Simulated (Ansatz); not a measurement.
SiH₂, relaxed as a singlet with RKS r2SCAN-D4/def2-TZVP in Ansatz, starting from the GFN2-xTB geometry. Force threshold 0.02 eV/Å.

The restricted singlet is unstable towards broken spin symmetry at other levels; at r2SCAN-D4/def2-TZVP this wasn't settled.

Start:

```xyz
3

Si   -0.464    0.075    0.457
H     0.009   -1.127   -0.276
H     0.455    1.052   -0.181
```

```json
{"step": "1", "energy (eV)": "-7906.9890", "largest force component (eV/Å)": "1.239", "SCF passes": "22"}
{"step": "2", "energy (eV)": "-7907.0264", "largest force component (eV/Å)": "0.238", "SCF passes": "25"}
{"step": "3", "energy (eV)": "-7907.0358", "largest force component (eV/Å)": "0.038", "SCF passes": "27"}
{"step": "4", "energy (eV)": "-7907.0360", "largest force component (eV/Å)": "0.002", "SCF passes": "22"}
```

Force components are those of the run's own axes.

End:

```xyz
3

Si   -0.506    0.082    0.497
H     0.035   -1.103   -0.295
H     0.470    1.021   -0.202
```

By distances, no bond broke or formed. The bond that changes most is Si1–H3, from 1.49 to 1.52 Å (atoms count from 1).

No frequencies were taken in this run, so the end may be a saddle point.

Run time 1.3 s (4 threads of Arm Neoverse V2 on a shared host).
